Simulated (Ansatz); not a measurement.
Basis-set extrapolation for `C/C=C/C=O` (PBE0-D4/def2-TZVP geometry, frozen core, Ansatz 0.2.0). Multiplicity 1, RHF reference.

```json
{"": "HF", "def2-TZVPP": "-229.896580", "def2-QZVPP": "-229.907132"}
{"": "MP2 correlation", "def2-TZVPP": "-0.878216", "def2-QZVPP": "-0.937989"}
{"": "CCSD(T) correlation", "def2-TZVPP": "-0.951148", "def2-QZVPP": "not run"}
```

Energies in hartree. Use E(X) = E(∞) + A·exp(−7.88·√X) for Hartree–Fock and E(X) = E(∞) + B·X^(−2.97) for correlation, with X = 3 and 4, and add CCSD(T) minus MP2 of the smaller set to the MP2 limit.

Question: What is the CCSD(T) energy at the basis-set limit?

Answer: HF limit: -229.907132 + (-0.010552) × 0.13774 = -229.90859. MP2 limit: -0.937989 + (-0.059773) × 0.74074 = -0.98227. Higher-order term: -0.951148 − (-0.878216) = -0.07293. Total: -230.96379 hartree, 304.7 kJ/mol below CCSD(T)/def2-TZVPP.
